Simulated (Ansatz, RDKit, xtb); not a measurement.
**C4H3OS−: which of the isomers drawn lies lowest?**

Which of a sample of isomers of C4H3OS− (charge -1) is the most stable in the gas at 298.15 K, and what are its properties? The sample is small against all isomers, and the most stable one of this formula need not be in it.

The funnel: GFN2-xTB relaxations, single points with a density functional, relaxations at r2SCAN-D4/def2-SVPD, harmonic vibrations (at GFN2-xTB), and a last energy at a higher level. All values are calculated.

## 1. Drawing up candidates

Isomers were taken from a list of plausible structures; this is a sample, not all of them. That gives 4 candidates.

```tsv
label	SMILES	spin
c313	O=C1CC=C1[S-]	singlet
c393	O=C([S-])C1C=C1	singlet
c842	C=C1OC=C1[S-]	singlet
c944	C#CCC(=O)[S-]	singlet
```

Candidates are built by distance geometry, with a force field where one applies, in up to four conformers (letters a to d).

Q: Predict the outcome of this search (final energies at CCSD(T)/def2-SVPD + MP2/def2-TZVPPD - MP2/def2-SVPD).

| quantity | value |
| --- | --- |
| lowest structure found | O=C1CC=C1[S-], singlet |
| next finalist | C#CCC(=O)[S-], singlet, 4.6 kcal/mol higher in G |
| share at equilibrium, among the finalists | 100.0 % |

The lowest structure found is `O=C1CC=C1[S-]`. Among the finalists first place is clear (4.6 kcal/mol); structures outside the list aren't covered. GFN2-xTB, HF/STO-3G, r2SCAN-D4/def2-SVPD, r2SCAN-D4/def2-SVPD, relaxed, HF/def2-SVPD and MP2/def2-SVPD already put its bonding pattern lowest among the structures in one piece. Lowest found is not proven lowest: the search is finite, and each finalist counts with one conformer. Only 4 drawn patterns were tried, so whole families of isomers are missing, and the result ranks this sample alone.
